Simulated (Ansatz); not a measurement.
Results of PBEsol in Ansatz (plane waves, PAW) for antifluorite Mg₂Ge.

Run with plane-wave cutoff 520 eV, 20×20×20 k mesh, perturbation theory, scalar-relativistic PAW data made under PBE.

The cell has the measured lattice parameters. Conventional cell: a = 6.3849 Å, b = 6.3849 Å, c = 6.3849 Å, α = 90.00°, β = 90.00°, γ = 90.00°.

Mg$_{2}$Ge is taken in the cubic space group Fm-3m (No. 225), the anti-fluorite structure, Pearson symbol cF12. Cell: a = b = c = 6.3849 Å, α = β = γ = 90.00°. Mg on 8c sees 4 Ge at 2.765 Å (tetrahedral). Ge on 4a has 8 Mg at 2.765 Å (cubic). (Neighbours: up to the widest gap in distance over summed covalent radii, below 1.35, at either atom; cation-cation and far metal-metal contacts left out.)
(The calculation used a cell of 3 atoms; values per cell refer to that cell.)

Harmonic phonon frequencies (cm⁻¹; i marks an imaginary mode; at Γ without the LO shift):

```csv
q point,frequencies
Γ,0 0 0 212 212 212 252 252 252
X,116 116 147 152 152 160 257 257 328
L,85 85 155 216 216 216 229 229 278
```

No imaginary mode appears at these points.

Note: the cell isn't this level's own, so it is under some stress, which shifts stiffness and frequencies.

Ansatz is an electronic-structure program.
